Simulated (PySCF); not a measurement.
chloroform (CHCl3), SMILES ClC(Cl)Cl. Geometry: TPSSh-D3(BJ)/def2-SVP.

The numbers are results of TPSSh-D3(BJ)/def2-SVP run with PySCF, not measurements.

Harmonic wavenumbers (cm⁻¹): 252, 252, 360, 667, 739, 739, 1215, 1215, 3180. Rotational constants (GHz): 3.190, 3.190, 1.654; symmetry number 3.

**Question.** Work out the zero-point energy and the ideal-gas rigid-rotor harmonic-oscillator thermochemistry at 298.15 K and 1 atm.

**Answer.** ZPE = ½ Σ hcν = ½ × 8621 cm⁻¹ = 51.57 kJ/mol. H − E(el) = 65.87 kJ/mol. Entropy in J/(mol K): translation 168.39, rotation 105.29, vibration 23.01, total 296.69. G − E(el) = -22.59 kJ/mol. Cp = 66.18 J/(mol K).
